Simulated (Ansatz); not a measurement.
Born–Oppenheimer molecular dynamics of H2S (3 atoms, charge 0, multiplicity 1). It goes on from the last frame of an earlier run, with new velocities.

Level of theory: RKS PBE0-D4/6-31G in Ansatz 0.2.0.

| Quantity | Value |
| --- | --- |
| ensemble | NVE (velocity Verlet) |
| time step | 1 fs |
| steps asked | 150 |
| starting velocities drawn for | 700 K |
| masses | H 3.016 u |
| seed | 822427 |

First frame:

```xyz
3
Properties=species:S:1:pos:R:3
S 0.497 -0.283 0.244
H 0.106 1.089 0.177
H -0.605 -0.761 -0.417
```

(1) How far do the bonds stretch over the last three quarters of this one trajectory? (Pairs bonded in most of those frames.)

Results:

(1) 
```
 bond  mean (Å)  spread (Å)  shortest  longest
S1–H2     1.381       0.046      1.31     1.45
S1–H3     1.380       0.039      1.32     1.44
```

Mean temperature of the second half: 476 K. The conserved energy stayed within 0.28 meV per atom of its start (net change 0.24 meV per atom), so the integration is sound. A run of 0.15 ps of so small a system gives no equilibrium averages. Limits of this set-up: no polarisation functions.

Run time: 24 s on 1 thread of Intel(R) Xeon(R) Platinum 8488C (Sapphire Rapids), with other jobs on the host, peak memory 0.082 GiB.
